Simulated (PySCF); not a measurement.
Fulvene, C6H6.
Z-matrix (Å and degrees, PBE0-D3(BJ)/def2-TZVP geometry), rows numbered from 1:
```
C 
C   1  1.3359
C   2  1.4652  1  126.77
C   3  1.3461  2  107.81  1  -179.97
C   4  1.4670  3  109.02  2     0.03
C   5  1.3463  4  109.06  3    -0.06
H   1  1.0841  2  121.07  3   179.91
H   1  1.0843  2  121.47  3    -0.08
H   3  1.0804  2  124.51  1     0.22
H   4  1.0817  3  126.46  2   179.93
H   5  1.0817  4  124.54  3   179.97
H   6  1.0804  2  124.56  1    -0.01
```

The closed-shell ground state was solved at several levels (PySCF, density fitting, gas phase, non-relativistic). Isolated species at its PBE0-D3(BJ)/def2-TZVP geometry, gas phase.

| level | basis functions | HOMO (eV) | LUMO (eV) | gap (eV) | dipole (D) |
| --- | --- | --- | --- | --- | --- |
| PBE0/pcSseg-2 | 300 | -6.40 | -1.95 | 4.45 | 0.61 |
| CAM-B3LYP/aug-cc-pVTZ | 414 | -7.68 | -0.87 | 6.81 | 0.57 |
| PBE0/aug-cc-pVTZ | 414 | -6.40 | -1.95 | 4.45 | 0.60 |

Task: What might wB97X-D/aug-cc-pVTZ (414 basis functions) give for the same quantities?

Result: HOMO -8.20 eV, LUMO -0.21 eV, gap 7.99 eV, dipole 0.59 D.

Task: How far do the dipole and the HOMO energy spread over the levels?

Result: The dipole runs from 0.57 to 0.61 D (mean 0.59 D) and the HOMO from -8.20 to -6.40 eV.
